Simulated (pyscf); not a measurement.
Optimised with ωB97X-D3(BJ)/def2-SVP in PySCF. MP2 and CC: frozen core, UHF for open shells. ΔMP2 is the change of the MP2 total energy from the triple- to the quadruple-zeta basis.

SMILES: Cl[Si](=O)F
```xyz
4

O      1.7914    -0.4120    -0.9651
Si     0.3356    -0.0095    -0.8573
F     -0.2560     1.4741    -0.9094
Cl    -1.2572    -1.2129    -0.6203
```

**Question.** List the bond dissociation enthalpies at 298 K of O=Si(F)–Cl from CCSD(T)/def2-TZVPP + ΔMP2(QZVPP), from the weakest bond up.

**Answer.** Cl–Si to [O=Si–F]• + Cl•: 429.7 kJ/mol; F–Si to [O=Si–Cl]• + F•: 598.6 kJ/mol. Ring and multiple bonds, and those that leave no two simple radicals, are not listed. The radicals are drawn with the spin at the cut bond; how far it spreads was not checked. The CCSD(T) − MP2 part came from Ansatz, without density fitting, on the same reference. Left out: the spin-orbit lowering of Cl, F.
